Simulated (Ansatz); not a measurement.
We consider antifluorite Mg2Sn, described by LDA in Ansatz (PAW).

Numerical settings: plane-wave cutoff 520 eV, 10×10×10 k mesh, Fermi–Dirac smearing 0.01 eV, scalar-relativistic PAW data made under PBE.

Computed at the level's own relaxed cell.

**Question.** Predict the equilibrium volume per atom, bulk modulus, lattice parameter a and pressure derivative B′ of the bulk modulus.

**Answer.** 
- equilibrium volume per atom: 24.65 Å³/atom
- bulk modulus: 46.8 GPa
- lattice parameter a: 6.663 Å
- pressure derivative B′ of the bulk modulus: 4.4

The run finds no gap.

Measured, for comparison: equilibrium volume per atom 25.82 Å³/atom, lattice constant a 6.766 Å (temperature not stated, no zero-point or thermal correction; as tabulated in Freccero, Grin, Wagner, Dalton Trans. (2023), ESI). Computed (rounded) less measured: equilibrium volume per atom -4.5 %, lattice constant a -1.5 %. A static lattice is as a rule a little smaller and stiffer than an uncorrected measurement, which narrows the difference in the lattice constant a and would widen misses of the other sign.

Note: the gap of the solid is closed in this run; this level leaves the solid without a gap, although one is measured.

Spin–orbit coupling is not included; it can open a gap where bands touch, and shift volumes and moduli.

It cost about 50 core-seconds (a rough figure) of CPU time.

Ansatz is a first-principles code.
